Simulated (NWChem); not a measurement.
Ionisation of fluoromethane (CH3F)

```xyz
5

C      0.6088    -0.1106     0.0000
F     -0.7327     0.1332     0.0000
H      0.8879    -0.6879     0.8972
H      0.8879    -0.6879    -0.8972
H      1.1658     0.8411     0.0000
```
Charge 0, spin multiplicity 1.

All runs are NWChem calculations. Structure: optimised with PBE0/def2-SVP, a minimum by its harmonic frequencies.

Basis set: def2-TZVP. −ε marks an orbital energy of the parent.

B3LYP has NWChem's definition, with VWN1-RPA local correlation.

Task: Order these methods by the first vertical ionisation energy they give, lowest first: −ε(HOMO) of HF, −ε(HOMO) of B3LYP, −ε(HOMO) of PBE, −ε(HOMO) of M06-2X, G0W0@HF.

Result: −ε(HOMO) of PBE (7.93 eV), −ε(HOMO) of B3LYP (9.53 eV), −ε(HOMO) of M06-2X (11.53 eV), G0W0@HF (13.68 eV), −ε(HOMO) of HF (14.28 eV)
